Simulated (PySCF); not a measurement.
A geometry optimisation, step by step.

Species: C₂H₄ClF.
Bonds: F1–C2, C2–C3, C3–Cl4. Hydrogens: H5, H6 on C2; H7, H8 on C3.

Method: PySCF 2.14.0, PBE0-D3(BJ)/def2-TZVP geometry optimisation, gas phase; density fitting, grid level 2; the optimiser is geomeTRIC in internal coordinates, started from a GFN2-xTB structure with every atom displaced at random (about 0.01 Å). The frame can shift and turn from step to step; on so coarse a grid that alone can change the energy by a few meV, and forces under 0.02 eV/Å are noise.

Step 0: E = -17371.9025 eV, largest atomic force 0.959 eV/Å
```
atom  x, y, z in Å  |  force x, y, z in eV/Å
F1     -1.580   -0.852    0.216   -0.241  -0.291   0.039
C2     -0.744    0.224    0.052    0.091   0.327  -0.096
C3      0.664   -0.304   -0.058    0.809   0.329   0.397
Cl4     1.835    1.067   -0.262   -0.521  -0.411   0.027
H5     -1.040    0.750   -0.867    0.096  -0.019   0.233
H6     -0.865    0.884    0.924    0.113  -0.069  -0.246
H7      0.801   -0.961   -0.912   -0.109  -0.003  -0.086
H8      0.983   -0.827    0.855   -0.238   0.136  -0.268
```

Step 1: E = -17371.8859 eV, largest atomic force 0.460 eV/Å
```
atom  x, y, z in Å  |  force x, y, z in eV/Å
F1     -1.179   -1.205    0.774    0.324   0.325  -0.031
C2     -0.704    0.006    0.282   -0.188  -0.328   0.115
C3      0.718   -0.121   -0.214   -0.015  -0.122   0.163
Cl4     1.041    1.401   -1.058    0.322   0.253  -0.100
H5     -1.351    0.299   -0.548   -0.001   0.003   0.033
H6     -0.760    0.761    1.071   -0.082  -0.084   0.034
H7      0.812   -0.921   -0.946    0.011  -0.087   0.052
H8      1.467   -0.248    0.584   -0.372   0.041  -0.266
```

Step 2: E = -17371.9224 eV, largest atomic force 0.117 eV/Å
```
atom  x, y, z in Å  |  force x, y, z in eV/Å
F1     -1.123   -1.207    0.794    0.103   0.037  -0.040
C2     -0.714    0.009    0.278   -0.013  -0.045   0.012
C3      0.704   -0.109   -0.232   -0.017   0.093   0.003
Cl4     1.129    1.412   -1.058   -0.002  -0.095   0.046
H5     -1.386    0.282   -0.538   -0.036  -0.009  -0.005
H6     -0.784    0.755    1.073    0.006   0.038  -0.029
H7      0.801   -0.923   -0.949   -0.035   0.021  -0.020
H8      1.417   -0.249    0.577   -0.005  -0.040   0.032
```

Step 3: E = -17371.9258 eV, largest atomic force 0.089 eV/Å
```
atom  x, y, z in Å  |  force x, y, z in eV/Å
F1     -1.096   -1.208    0.796   -0.017  -0.022   0.021
C2     -0.716    0.012    0.275    0.024  -0.003   0.007
C3      0.700   -0.105   -0.233    0.020   0.076  -0.041
Cl4     1.145    1.410   -1.052    0.000  -0.027   0.017
H5     -1.398    0.274   -0.538   -0.010  -0.022   0.002
H6     -0.788    0.762    1.066   -0.011   0.027  -0.016
H7      0.790   -0.917   -0.952   -0.010   0.012  -0.017
H8      1.406   -0.256    0.580    0.004  -0.042   0.028
```

Step 4: E = -17371.9272 eV, largest atomic force 0.039 eV/Å
```
atom  x, y, z in Å  |  force x, y, z in eV/Å
F1     -1.084   -1.207    0.806   -0.023  -0.016   0.026
C2     -0.716    0.012    0.274    0.011   0.025   0.003
C3      0.699   -0.102   -0.235    0.015   0.015  -0.013
Cl4     1.156    1.412   -1.044   -0.006   0.003   0.013
H5     -1.404    0.262   -0.538    0.002  -0.021  -0.004
H6     -0.792    0.769    1.058   -0.005   0.011  -0.012
H7      0.784   -0.910   -0.959    0.006   0.008  -0.013
H8      1.401   -0.267    0.581    0.000  -0.025   0.000
```

Step 5: E = -17371.9286 eV, largest atomic force 0.062 eV/Å
```
atom  x, y, z in Å  |  force x, y, z in eV/Å
F1     -1.073   -1.201    0.827   -0.016   0.001   0.016
C2     -0.716    0.013    0.273   -0.004   0.026   0.000
C3      0.699   -0.100   -0.238   -0.007  -0.057   0.023
Cl4     1.166    1.419   -1.025    0.000   0.039  -0.002
H5     -1.409    0.242   -0.541    0.008  -0.015  -0.005
H6     -0.797    0.784    1.043    0.006  -0.002  -0.006
H7      0.779   -0.900   -0.973    0.013   0.009  -0.007
H8      1.396   -0.285    0.578   -0.001  -0.001  -0.017
```

Step 6: E = -17371.9293 eV, largest atomic force 0.075 eV/Å
```
atom  x, y, z in Å  |  force x, y, z in eV/Å
F1     -1.069   -1.194    0.847   -0.004   0.010   0.003
C2     -0.716    0.012    0.272   -0.008   0.011   0.001
C3      0.698   -0.102   -0.241   -0.014  -0.068   0.029
Cl4     1.170    1.427   -1.007    0.004   0.036  -0.008
H5     -1.412    0.225   -0.544    0.006  -0.006  -0.003
H6     -0.798    0.795    1.029    0.006  -0.004  -0.002
H7      0.777   -0.892   -0.986    0.009   0.009  -0.005
H8      1.393   -0.301    0.574   -0.001   0.011  -0.015
```

Step 7: E = -17371.9295 eV, largest atomic force 0.037 eV/Å
```
atom  x, y, z in Å  |  force x, y, z in eV/Å
F1     -1.069   -1.189    0.856    0.002   0.006  -0.002
C2     -0.717    0.011    0.271   -0.003  -0.001   0.001
C3      0.698   -0.104   -0.241   -0.007  -0.033   0.015
Cl4     1.170    1.431   -0.998    0.003   0.015  -0.006
H5     -1.413    0.217   -0.546    0.001   0.000  -0.001
H6     -0.797    0.801    1.022    0.002  -0.001   0.000
H7      0.779   -0.888   -0.992    0.002   0.006  -0.002
H8      1.393   -0.307    0.572   -0.001   0.008  -0.005
```

Step 8: E = -17371.9295 eV, largest atomic force under 0.02 eV/Å
```
atom  x, y, z in Å  |  force x, y, z in eV/Å
F1     -1.070   -1.189    0.857    0.002   0.002  -0.001
C2     -0.717    0.011    0.271    0.000  -0.002   0.000
C3      0.698   -0.105   -0.241   -0.002  -0.008   0.004
Cl4     1.169    1.431   -0.997    0.001   0.003  -0.002
H5     -1.412    0.217   -0.546    0.000   0.001   0.000
H6     -0.796    0.801    1.022    0.000   0.000   0.000
H7      0.779   -0.888   -0.993    0.000   0.002  -0.001
H8      1.394   -0.307    0.572    0.000   0.002   0.000
```

**Question.** Summarise the path.

**Answer.** The energy falls by 0.62 kcal/mol from step 0 to step 8; nine tenths of that is first reached at step 4. It rises by more than 0.2 meV at step 1. The largest force goes from 0.959 to under 0.02 eV/Å. Among the bonds C3–Cl4 changes most, from 1.814 to 1.776 Å; the atoms move by 0.023 Å rms after alignment.

The cost below is that of the whole optimisation. The run took 58 s on Arm Neoverse V1, one thread, shared host with 64 logical CPUs at a one-minute load of 33, and the process peaked at 0.62 GiB of memory.
